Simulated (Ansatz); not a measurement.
Rock-salt BaS, treated with PBE0-D3(BJ) in Ansatz (plane waves, PAW).

Run with plane-wave cutoff 460 eV, 8×8×8 k mesh, Fermi–Dirac smearing 0.01 eV, scalar-relativistic PAW data made under PBE.

Energies at three volumes about the minimum:

```tsv
V (Å³/atom)	E − E_lowest (meV/atom)
30.907	3.01
31.890	0.00
32.492	2.64
```

**Question.** Fit a parabola by hand: where is the minimum, what lattice constant follows, and what is the bulk modulus?

**Answer.** Slopes: (0.00 − 3.01)/(31.890 − 30.907) = -3.062 and (2.64 − 0.00)/(32.492 − 31.890) = 4.385 meV/Å³. Curvature E″ = 2 × (4.385 − (-3.062))/(32.492 − 30.907) = 9.397 meV/Å⁶. From the middle of the first interval, the slope vanishes at V0 = 31.3985 − (-3.062)/9.397 = 31.724 Å³/atom. B = V0 E″ = 31.724 × 9.397 meV/Å³ × 0.1602 GPa per meV/Å³ = 47.8 GPa. With 8 atoms in the cube, a = (8 × 31.724)^(1/3) = 6.331 Å. The full Birch–Murnaghan fit to all volumes gives V0 = 31.706 Å³/atom and B0 = 48.2 GPa.

Measured, for comparison: lattice constant a 6.389 Å (room temperature, not corrected to a static lattice; as tabulated in Lucero et al. (2012), arXiv:1111.4515).

Ansatz is a program for electronic structure.
